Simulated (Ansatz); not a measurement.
# The magnesium atom (singlet): the correlation ladder, def2-SVPD

Aim: climb from Hartree-Fock through coupled cluster and multireference methods for the magnesium atom (singlet) at one geometry and basis, and see what each rung misses.

The runs use Ansatz 0.2.0, Gaussian basis; def2-SVPD, core rule «outside noble gas», up to 5 orbitals frozen.

The runs, in order: UHF; CCSD(T) on RHF; BCCD(T) on RHF; CASSCF and MRCISD+Q, 2 electrons in 4 orbitals; CASSCF and MRCISD+Q(relaxed), 2 electrons in 4 orbitals; CASSCF and NEVPT4(SD), 2 electrons in 4 orbitals; CASSCF and NEVPT2, 2 electrons in 4 orbitals; Full CI.

## 1. The atom

A free atom, in its lowest state of this spin that the program finds.

1 atom, charge 0, spin multiplicity 1.

## 2. UHF

File in.yaml:

```yaml
crystal:
  periodic: [false, false, false]
  atoms:
    - {symbol: Mg, position_ang: [0.000000, 0.000000, 0.000000]}
basis:
  gaussian: {orbitals: def2-SVPD}
magnetization: {spin_polarized: true, initial_magnetization: 0}
hamiltonian: {xc: hf}
output: {orbitals: {seedname: orbitals}}
```

Started as:

```
$ ansatz run in.yaml --threads 1 --pin off --events-out ev --progress --plain --max-ram 2393MiB
```

The runs that follow: CCSD(T) on RHF; BCCD(T) on RHF; CASSCF and MRCISD+Q, 2 electrons in 4 orbitals; CASSCF and MRCISD+Q(relaxed), 2 electrons in 4 orbitals; CASSCF and NEVPT4(SD), 2 electrons in 4 orbitals; CASSCF and NEVPT2, 2 electrons in 4 orbitals; Full CI.

**Question.** What will the summary of the whole plan be? Wanted: FCI below the RHF energy; RMP2 from FCI; RCCSD from FCI; RCCSD(T) from FCI; NEVPT2 valence from FCI; NEVPT4(SD) valence from FCI; MRCISD+Q valence from FCI; T1 diagnostic; effectively unpaired electrons.

As calculated:

| quantity | value |
| --- | --- |
| FCI below the RHF energy | -0.8764 eV |
| RMP2 from FCI | +324.3 meV |
| RCCSD from FCI | 0.0 meV |
| RCCSD(T) from FCI | 0.0 meV |
| NEVPT2 valence from FCI | +18.7 meV |
| NEVPT4(SD) valence from FCI | +5.5 meV |
| MRCISD+Q valence from FCI | +1.4 meV |
| levels within 1 kcal/mol (43 meV) | RCCSD, RCCSD(T), BCCD(T), CASSCF valence, NEVPT2 valence, NEVPT4(SD) valence, MRCISD valence, MRCISD+Q valence, MRCISD+Q(relaxed) valence |
| T1 diagnostic | 0.012 |
| effectively unpaired electrons | 0.09 |

What this shows: RCCSD(T) lands 0.0 meV from the yardstick (0.0 % of the correlation energy). One determinant dominates. Of the multireference levels listed MRCISD+Q(relaxed) valence comes nearest in total energy (-0.2 meV), which doesn't show that its space is the better one. These misses are within one basis, not against nature. With two correlated electrons CCSD is exact in the basis.
